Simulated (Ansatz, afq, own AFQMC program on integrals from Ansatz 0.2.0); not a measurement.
# CO, triplet: AFQMC among the cluster methods

```xyz
2

O     0.0000    0.0000    0.0000
C     0.0000    0.0000    1.1955
```

Basis 6-31G. Only valence electrons are correlated. Ansatz 0.2.0 and our own AFQMC program on the same integrals; the CISD trial comes from CCSD amplitudes, and released means the phaseless constraint is let go. Free projection: walkers drawn from exp(T), propagated without any constraint. Its projection time is finite, and what remains of the start isn't in its error. Uncertainties: one standard error, sampling alone.

Determinant: ROHF, the one that the program's search chose, which needn't be the lowest solution. The geometry is a PBE0/def2-TZVP stationary point of this or a neighbouring charge and spin state.

Full CI on the same integrals is exact in this basis and with this determinant's frozen core.

Cautions: lower spins were not checked; a spin-contaminated unrestricted determinant lies lower (UHF 402 meV lower, ⟨S²⟩ 2.28); the released energies have errors that jump between times, so the bars are unsure, so no released level is given (meV from the phaseless value at times in 1/Eh: -13 ± 5 at 0.24, -21 ± 3 at 0.51, -68 ± 40 at 0.99, -34 ± 4 at 1.62, -41 ± 6 at 2.40), though the last usable value meets full CI within the noise; the ph-AFQMC/CISD walk drifts between its halves (2.1 errors).

The T1 diagnostic is 0.0354 and the weight of the determinant in the CISD state is 0.898. The size of the correlated space is 10 electrons in 16 orbitals.

```csv
level,correlation energy (eV)
MP2,-5.1229
CCSD,-5.2593
CCSD(T),-5.4383
```

Q: Estimate where phaseless AFQMC with the Hartree–Fock trial lies against CCSD(T) on the same integrals.

A: 10.1 ± 2.5 kJ/mol above CCSD(T).

Reference: full CI, correlation energy -5.485 eV.

```csv
level,E − E(reference) (kJ/mol),share of correlation (%)
CCSD(T),4.5,99.15
ph-AFQMC/HF,14.6 ± 2.5,97.24
ph-AFQMC/CISD,4.5 ± 0.5,99.15
free AFQMC,0.4 ± 0.4,99.92
```

Free projections are given only where their last times agree within the noise and don't stop above the reference; a slow remainder of the start can still hide under it.
